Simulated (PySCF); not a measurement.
Gas-phase reaction: B(OH)₃ + O ⇌ HBO₂ + 2 OH

Computed with PySCF (xtb for GFN2) and rigid-rotor harmonic-oscillator thermochemistry at 1 bar. † marks an energy on the PBE0/def2-TZVP geometry and frequencies; other levels use their own. MP2 freezes the core. 6-31G* has spherical d functions here. Open shells (unrestricted): O (multiplicity 3, electronic degeneracy 9), OH (multiplicity 2, electronic degeneracy 4); the rest are closed-shell singlets. GFN2 has no spin-polarisation term. Spin-orbit splitting is ignored; it lowers the true energy and changes the entropy of O, OH. B3LYP is the form with VWN-RPA correlation. MP2 isn't extrapolated to the basis-set limit; its ΔH°(298 K) is 304.8 kJ in def2-SVP and 295.1 kJ in def2-TZVPP. The harmonic model lacks anharmonicity and excited electronic states, which grow with temperature; levels with a mode under 35 cm⁻¹ are left out. Internal rotation in B(OH)₃ is treated as a harmonic vibration of one conformer, which makes the entropy rough.

```csv
level,"ΔE electronic, kJ","ΔH°(298 K), kJ","ΔS°(298 K), J/K","ΔG°(1600 K), kJ"
B3LYP/6-31G*,295,272,180,-11
B3LYP/def2-TZVP†,277,255,179,-26
GFN2-xTB,101,82,179,-197
HF/6-31G*,327,302,180,17
HF/def2-TZVP†,319,296,179,16
M06-2X/def2-TZVP†,319,296,179,15
MP2/def2-SVP†,327,305,179,24
PBE/def2-TZVP†,278,255,179,-26
PBE0/def2-TZVP,302,280,179,-1
LDA/def2-TZVP†,342,320,179,39
```
ΔH° is lowest at GFN2-xTB and highest at LDA/def2-TZVP†. No reference value is set beside these.
